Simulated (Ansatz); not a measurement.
# CF (quartet): from Hartree-Fock to the top rungs at distance C1–F2 = 2.464 Å, 6-31G

Aim: climb from Hartree-Fock through coupled cluster and multireference methods for CF (quartet) at one geometry and basis, and see what each rung misses.

The runs use Ansatz 0.2.0, Gaussian basis; 6-31G, core rule «outside noble gas», up to 2 orbitals frozen.

The runs, in order: UHF; CCSD(T) on ROHF; CCSD(T) on UHF; BCCD(T) on ROHF; CISD; CCSDT(Q) on ROHF; CCSDT(Q) on UHF; CISDTQ; CCSDTQ on ROHF; CCSDTQ on UHF; CASSCF and MRCISD+Q, 5 electrons in 5 orbitals; CASSCF and NEVPT2, 5 electrons in 5 orbitals; CASSCF and MRCISD+Q, 11 electrons in 8 orbitals; CASSCF and NEVPT4(SD), 11 electrons in 8 orbitals; CASSCF and NEVPT2, 11 electrons in 8 orbitals; Full CI; Full CI in the symmetry of the determinant.

18 further runs of the same task are left out: 14 that didn't finish, 4 set aside as unsound or not needed.

## 1. The system

The geometry derives from a PBE0/def2-TZVP stationary point (not a proven minimum). One bond is set to the value named and the two fragments are kept rigid.

2 atoms, charge 0, spin multiplicity 4.

Atoms are counted from 1 here; the program's logs count them from 0.

No contacts short enough for the rule that draws bonds.

## 2. UHF

Input file in.yaml:

```yaml
crystal:
  periodic: [false, false, false]
  atoms:
    - {symbol: C, position_ang: [0.000000, 0.000000, 0.000000]}
    - {symbol: F, position_ang: [0.000000, 0.000000, 2.464000]}
basis:
  gaussian: {orbitals: 6-31G}
magnetization: {spin_polarized: true, initial_magnetization: 3}
hamiltonian: {xc: hf}
output: {orbitals: {seedname: orbitals}}
```

Launch:

```console
$ ansatz run in.yaml --threads 1 --pin off --events-out ev --progress --plain --max-ram 2393MiB
```

The runs that follow: CCSD(T) on ROHF; CCSD(T) on UHF; BCCD(T) on ROHF; CISD; CCSDT(Q) on ROHF; CCSDT(Q) on UHF; CISDTQ; CCSDTQ on ROHF; CCSDTQ on UHF; CASSCF and MRCISD+Q, 5 electrons in 5 orbitals; CASSCF and NEVPT2, 5 electrons in 5 orbitals; CASSCF and MRCISD+Q, 11 electrons in 8 orbitals; CASSCF and NEVPT4(SD), 11 electrons in 8 orbitals; CASSCF and NEVPT2, 11 electrons in 8 orbitals; Full CI; Full CI in the symmetry of the determinant.

Before running them: what should the planned runs give, taken together? Wanted: FCI below the RHF energy; RMP2 from FCI; UMP2 from FCI; RCCSD from FCI; RCCSD(T) from FCI; UCCSD(T) from FCI; RCCSDT(Q) from FCI; UCCSDT(Q) from FCI; NEVPT2 pair from FCI.

**Answer**, as computed:

| quantity | value |
| --- | --- |
| FCI below the RHF energy | -3.4353 eV |
| RMP2 from FCI | +580.1 meV |
| UMP2 from FCI | +565.1 meV |
| RCCSD from FCI | +38.0 meV |
| RCCSD(T) from FCI | +12.5 meV |
| UCCSD(T) from FCI | +11.7 meV |
| RCCSDT(Q) from FCI | +0.5 meV |
| UCCSDT(Q) from FCI | -0.5 meV |
| NEVPT2 pair from FCI | +412.6 meV |
| MRCISD+Q pair from FCI | +20.4 meV |
| NEVPT2 valence from FCI | +759.6 meV |
| levels within 1 kcal/mol (43 meV) | RCCSD, UCCSD, RCCSD(T), UCCSD(T), BCCD(T), RCCSDT, UCCSDT, CISDTQ, RCCSDT(Q), UCCSDT(Q), RCCSDTQ, UCCSDTQ, MRCISD+Q pair, MRCISD+Q valence |
| T1 diagnostic | 0.009 |
| effectively unpaired electrons | 3.03 |

**Reading.** RCCSD(T) misses by +12.5 meV, 0.4 % of the correlation energy. One determinant dominates. Of the multireference levels listed MRCISD+Q pair comes nearest in total energy (+20.4 meV), which doesn't show that its space is the better one. These misses are within one basis, not against nature; the frozen cores of restricted and unrestricted runs differ, which can shift their rows.
